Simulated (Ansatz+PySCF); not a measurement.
The numbers below are computed, except where a source is named.
## PySCF 2.14.0 run

```python
from pyscf import gto, scf, mp

mol = gto.M(atom="""
C 0.115610 -0.000030 -0.000010
C 1.337910 0.000030 -0.000010
H 2.400110 -0.000050 0.000080
C -1.251320 0.000010 -0.000010
H -1.806630 0.930040 0.000040
H -1.806690 -0.930000 0.000040
""", basis='cc-pvtz', charge=0, spin=1)
mf = scf.UHF(mol)
mf.kernel()
pt = mp.MP2(mf, frozen=3).run()
print(mf.e_tot, pt.e_corr, pt.e_tot)
```

The script is written out from the run's settings.

The run gave:

```yaml
Converged: yes
Reference_energy: -115.29330 hartree
Correlation_energy: -0.42634 hartree
Total_energy: -115.71963 hartree
Spin_squared_of_the_determinant: 0.963
```

Caution: the unrestricted determinant is spin contaminated.
